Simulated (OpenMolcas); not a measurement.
**C3H4 (propyne): levels of theory compared**

Aim: a comparison of 6 runs (HF/def2-SVPD, B3LYP/6-31G*, M06-2X/def2-SVPD, PBE/def2-SVPD, PBE0/def2-SVPD, CCSD(T)/def2-SVPD) of C3H4 (propyne). 

Program for the calculation: OpenMolcas 26.06.

## (1) The molecule

C3H4 has 7 atoms, charge 0, and is taken as a singlet. SMILES: `C#CC`. The shape is that of a PBE0-D4/def2-TZVP optimisation.

Bond lengths: C1–C2 1.200 Å, C2–C3 1.449 Å, C1–H4 1.064 Å, C3–H5 1.093 Å, C3–H6 1.093 Å, C3–H7 1.093 Å. Angles: C1–C2–C3 180.0°, C2–C1–H4 180.0°, C2–C3–H5 110.9°, C2–C3–H6 110.9°, C2–C3–H7 110.9°, H5–C3–H6 108.0°, H5–C3–H7 108.0°, H6–C3–H7 108.0°.

## (2) Energy and gradient at HF/def2-SVPD (run 1)

mol.input reads:

```
&gateway
 baslib=$CurrDir
 coord
 7
 angstrom
 C       -1.347190      -0.669570      -0.791960
 C       -0.396330      -0.196990      -0.233110
 C        0.752130       0.373790       0.442180
 H       -2.190260      -1.088470      -1.287720
 H        1.261230       1.096880      -0.199350
 H        0.449670       0.887820       1.357540
 H        1.470770      -0.403460       0.712420
 basis=def2-SVPD
 group=NoSym

&seward

&scf
 thresholds=1e-10 1e-07 1e-07 1e-05
 prorbitals=0

&alaska
```

The basis set def2-SVPD is read from a file made from the Basis Set Exchange's data (not shown).

Launch:

```
$ export MOLCAS_MEM=1860
$ pymolcas mol.input > mol.log
```

The log of the run:

```text
--- Start Module: gateway ---
[...]
--- Stop Module: gateway /rc=_RC_ALL_IS_WELL_ ---
[...]
      Basis functions           92
[...]
--- Start Module: scf ---
[...]
       Convergence after  14 Iterations
[...]
::    Total SCF energy                               -115.7837802714
[...]
      Total spin, S                                     0.0000000000
[...]
      Total electronic charge=   22.000000
      Total            charge=   -0.000000
[...]
      Dipole Moment (debye):
      Origin of the operator (angstrom)=   -0.2722   -0.1353   -0.1601
                   X=  5.8745E-01               Y=  2.9208E-01               Z=  3.4534E-01           Total=  7.4140E-01
      Quadrupole Moment (debye*angstrom):
[...]
 *              Molecular gradients               *
 **************************************************
  Irreducible representation: a
 ------------------------------------------------------------------------------------------
                              X                       Y                       Z
 ------------------------------------------------------------------------------------------
  C1               -1.51852060129531E-02   -7.55334330874291E-03   -8.90511264784610E-03
  C2                2.58209147616886E-02    1.28348724316585E-02    1.51589627252888E-02
  C3               -1.27276764407771E-02   -6.32727084445595E-03   -7.47567755233391E-03
  H4               -1.70165047066462E-05   -4.70127692642208E-06   -1.67181901113977E-05
  H5                1.01070356213828E-03    1.22405265193049E-03   -8.49097477988003E-04
  H6               -2.32115043266479E-04    9.01858307459591E-04    1.53780370588530E-03
  H7                1.33039567785342E-03   -1.07546796092839E-03    5.49839437175015E-04
 ------------------------------------------------------------------------------------------
[...]
```

Wall time 9.3 s (1 thread of Arm Neoverse V1, shared host); peak memory 0.51 GiB.

## (3) Energy and forces at B3LYP/6-31G(d) (Cartesian functions) (run 2)

mol.inp reads:

```
* C3H4 Kohn-Sham DFT

&GATEWAY
  BASLIB=$CurrDir
  COORD
  7
  angstrom
  C       -1.347190      -0.669570      -0.791960
  C       -0.396330      -0.196990      -0.233110
  C        0.752130       0.373790       0.442180
  H       -2.190260      -1.088470      -1.287720
  H        1.261230       1.096880      -0.199350
  H        0.449670       0.887820       1.357540
  H        1.470770      -0.403460       0.712420
  BASIS=6-31Gs
  GROUP=NoSym

&SEWARD
  GRIDINPUT
  Grid=UltraFine
  End of Grid

&SCF
  KSDFT=B3LYP
  THRESHOLDS=1e-10 1e-07 1e-07 1e-05
  PRORBITALS=1

&ALASKA
```

The basis set 6-31G* is read from a file made from the Basis Set Exchange's data (not shown).

Launch:

```
$ export MOLCAS_MEM=1860
$ pymolcas mol.inp > mol.log
```

The log of the run:

```text
--- Start Module: gateway ---
[...]
--- Stop Module: gateway /rc=_RC_ALL_IS_WELL_ ---
[...]
      Basis functions           53
[...]
--- Start Module: scf ---
[...]
       Convergence after  13 Iterations
[...]
::    Total KS-DFT energy                            -116.6530203289
[...]
      Total spin, S                                     0.0000000000
[...]
      Total electronic charge=   22.000000
      Total            charge=   -0.000000
[...]
      Dipole Moment (debye):
      Origin of the operator (angstrom)=   -0.2722   -0.1353   -0.1601
                   X=  5.4002E-01               Y=  2.6849E-01               Z=  3.1741E-01           Total=  6.8152E-01
      Quadrupole Moment (debye*angstrom):
[...]
 *              Molecular gradients               *
 **************************************************
  Irreducible representation: a
 ------------------------------------------------------------------------------------------
                              X                       Y                       Z
 ------------------------------------------------------------------------------------------
  C1                1.12489344925297E-02    5.58748537610487E-03    6.62204259076749E-03
  C2               -5.75038827959329E-03   -2.85787673198090E-03   -3.39106746814988E-03
  C3               -1.86465264833835E-03   -9.28448571958285E-04   -1.09028253486310E-03
  H4                1.25625670719121E-03    6.26590752229372E-04    7.35813302170207E-04
  H5               -2.04638611779573E-03   -1.99166515289129E-03    7.49726326551015E-04
  H6               -3.60511199051228E-04   -1.56010956283281E-03   -2.48317816943588E-03
  H7               -2.48325295493124E-03    1.12402389133415E-03   -1.14305404703774E-03
 ------------------------------------------------------------------------------------------
[...]
```

Run time: 16 s. Hardware: 1 thread of Arm Neoverse V1, shared host; peak memory 0.38 GiB.

Run 3 isn't shown in full; the table further down has it.

## (4) Energy and forces at PBE/def2-SVPD (run 4)

test.input reads:

```
>>> EXPORT MOLCAS_PRINT=2
&gateway
baslib
$CurrDir
coord
7
bohr
C     -2.54582014    -1.26530392    -1.49658750
C     -0.74895515    -0.37225715    -0.44051406
C      1.42131971     0.70636073     0.83559910
H     -4.13899154    -2.05691019    -2.43343813
H      2.38337928     2.07280279    -0.37671690
H      0.84975315     1.67773665     2.56537880
H      2.77935249    -0.76242890     1.34627869
basis
def2-SVPD
group
NoSym
&seward
gridinput
Grid=UltraFine
End of Grid
&scf
ksdft
PBE
thresholds
1e-10 1e-07 1e-07 1e-05
prorbitals
1 1
&alaska
```

The basis set def2-SVPD is read from a file made from the Basis Set Exchange's data (not shown).

Launch:

```
$ export MOLCAS_MEM=1860
$ pymolcas test.input > test.log
```

The log of the run:

```text
--- Start Module: gateway ---
[...]
--- Stop Module: gateway /rc=_RC_ALL_IS_WELL_ ---
[...]
      Basis functions           92
[...]
--- Start Module: scf ---
[...]
       Convergence after  14 Iterations
[...]
::    Total KS-DFT energy                            -116.4087712630
[...]
      Total spin, S                                     0.0000000000
[...]
      Total electronic charge=   22.000000
      Total            charge=   -0.000000
[...]
      Dipole Moment (debye):
      Origin of the operator (angstrom)=   -0.2722   -0.1353   -0.1601
                   X=  6.6318E-01               Y=  3.2970E-01               Z=  3.8987E-01           Total=  8.3697E-01
      Quadrupole Moment (debye*angstrom):
[...]
 *              Molecular gradients               *
 **************************************************
  Irreducible representation: a
 ------------------------------------------------------------------------------------------
                              X                       Y                       Z
 ------------------------------------------------------------------------------------------
  C1                2.75136077663483E-02    1.36713655851426E-02    1.61807462390153E-02
  C2               -3.12659955856738E-02   -1.55384303851456E-02   -1.83881444520895E-02
  C3                4.55342233320710E-03    2.26139717659679E-03    2.68293772690020E-03
  H4                9.31151299854793E-03    4.62929956151004E-03    5.47138611221198E-03
  H5               -5.17418535941161E-03   -6.79514943853032E-03    5.41344563930446E-03
  H6                2.12106201617535E-03   -4.91861021566686E-03   -8.57967134786097E-03
  H7               -7.05942416918903E-03    6.69012771610866E-03   -2.78069991748930E-03
 ------------------------------------------------------------------------------------------
[...]
```

It took 35 s on 1 thread of Arm Neoverse V1, shared host; peak memory 0.51 GiB.

Run 5 isn't shown in full; the table further down has it.

## (5) A single-point energy at CCSD(T)/def2-SVPD (run 6)

run.inp reads:

```
&GATEWAY
 BasLib
 $CurrDir
 BasisSet
 C.def2-SVPD....
 C1 -1.347190 -0.669570 -0.791960 angstrom
 C2 -0.396330 -0.196990 -0.233110 angstrom
 C3 0.752130 0.373790 0.442180 angstrom
 End of Basis
 BasisSet
 H.def2-SVPD....
 H4 -2.190260 -1.088470 -1.287720 angstrom
 H5 1.261230 1.096880 -0.199350 angstrom
 H6 0.449670 0.887820 1.357540 angstrom
 H7 1.470770 -0.403460 0.712420 angstrom
 End of Basis

&SEWARD

&SCF
 Thresholds
 1e-10 1e-07 1e-07 1e-05
 PrOrbitals
 1 2

&RASSCF
 FileOrb
 $Project.ScfOrb
 Spin
 1
 Nactel
 0 0 0
 Inactive
 11
 Ras2
 0
 OutOrbitals
 Canonical
 OrbListing
 NoCore

&MOTRA
 JobIph
 Frozen
 3

&CCSDT
 CCT
 Triples
 2
 Iterations
 80
 Accuracy
 1e-08
 Extrapolation
 5 4
```

The basis set def2-SVPD is read from a file made from the Basis Set Exchange's data (not shown).

Launch:

```
$ export MOLCAS_MEM=1860
$ pymolcas run.inp > run.log
```

The log of the run:

```text
--- Start Module: gateway ---
[...]
--- Stop Module: gateway /rc=_RC_ALL_IS_WELL_ ---
[...]
      Basis functions           92
[...]
       Convergence after  12 Iterations
[...]
::    Total SCF energy                               -115.7837802714
[...]
      Total spin, S                                     0.0000000000
[...]
      Number of active orbitals                  0
[...]
      Spin quantum number                      0.0
[...]
      Active orbitals                            0
[...]
      Number of CSFs                             1
[...]
      Number of root(s) required                 1
[...]
      Convergence after  4 iterations
[...]
      Natural orbitals and occupation numbers for root  1
      ************************************************************************************************************************
      *                                                    Final results                                                     *
      ************************************************************************************************************************
[...]
::    RASSCF root number  1 Total energy:   -115.78378027
[...]
      Total electronic charge=   22.000000
      Total            charge=   -0.000000
[...]
      Dipole Moment (debye):
      Origin of the operator (angstrom)=   -0.2722   -0.1353   -0.1601
                   X=  5.8746E-01               Y=  2.9208E-01               Z=  3.4534E-01           Total=  7.4140E-01
      Quadrupole Moment (debye*angstrom):
[...]
--- Start Module: motra ---
[...]
--- Stop Module: motra /rc=_RC_ALL_IS_WELL_ ---
[...]
--- Start Module: ccsdt ---
[...]
      Convergence after                    17  Iterations
      Total energy (diff) :    -116.22409916       0.00000000
[...]
 METHOD                       : CCSD+T(CCSD)+<T3(1)WT1> = CCSD(T)
[...]
       CCSD     =      -116.2240991621768
[...]
```

It took 46 s on 1 thread of Arm Neoverse V1, shared host; peak memory 0.51 GiB.

## (6) Overview of the runs

```csv
run,level,Cartesian functions,integration grid,task,energy (Eh),dipole moment (D) of the reference,HOMO energy (eV),LUMO energy (eV),wall time
1,HF/def2-SVPD,no,–,gradient,-115.783780,0.74,-10.54,2.60,9.3 s
2,B3LYP/6-31G* (Cartesian functions),yes,UltraFine,gradient,-116.653020,0.68,-7.07,1.75,16 s
3,M06-2X/def2-SVPD,no,UltraFine,gradient,-116.510955,0.78,-9.01,1.03,45 s
4,PBE/def2-SVPD,no,UltraFine,gradient,-116.408771,0.84,-6.50,0.18,35 s
5,PBE0/def2-SVPD,no,UltraFine,gradient,-116.422875,0.81,-7.75,0.82,33 s
6,CCSD(T)/def2-SVPD,no,–,energy,-116.241950,0.74,-10.54,2.60,46 s
```

## (7) What came out

| quantity | value |
| --- | --- |
| run 6: total energy | -116.24195 Eh |
| run 6: dipole moment (mean-field density) | 0.74 D |
| run 6: HOMO energy (Hartree–Fock orbitals) | -10.54 eV |
| run 6: LUMO energy (Hartree–Fock orbitals) | 2.60 eV |
| run 6: HOMO–LUMO gap (Hartree–Fock orbitals) | 13.14 eV |
| run 6: correlation energy (3 core orbitals frozen) | -458.2 mEh |
| run 6: (T) correction | -17.85 mEh |

In words: Over runs 1, 2, 3, 4, 5 the dipole moment (its size) runs from 0.68 D (B3LYP/6-31G*) to 0.84 D (PBE/def2-SVPD). The two ends differ in method and basis. Over runs 1, 2, 3, 4, 5 the HOMO–LUMO gap runs from 6.68 eV (PBE/def2-SVPD) to 13.14 eV (HF/def2-SVPD). Exact exchange widens orbital gaps. Totals of different functionals can't be ranked against each other. All runs together took 3.1 min, the longest 46 s.
